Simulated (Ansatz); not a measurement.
Take BAs in the zinc blende structure (space group F-43m, No. 216; a = 4.809 Å) as the base.

Levels (all Ansatz, an electronic-structure program, PAW, earlier PAW set): PBE (420 eV, spin-orbit coupling left out); r2SCAN (500 eV, scalar-relativistic without spin-orbit coupling).

Levels that relaxed their own cell: PBE and r2SCAN.

| level | lattice parameter a |
|---|---|
| PBE | 4.809 Å |
| r2SCAN | 4.783 Å |

Measured: lattice parameter a 4.777 Å (room temperature; as listed in M J Lucero, T M Henderson, G E Scuseria, Journal of Physics Condensed Matter (2012)).

Computed minus measured — lattice parameter a: PBE +0.7 %, r2SCAN +0.1 % (closest: r2SCAN). Measured values not marked as corrected hold thermal and zero-point effects that the static-lattice runs lack.

Whether these cells are dynamically stable was not tested.
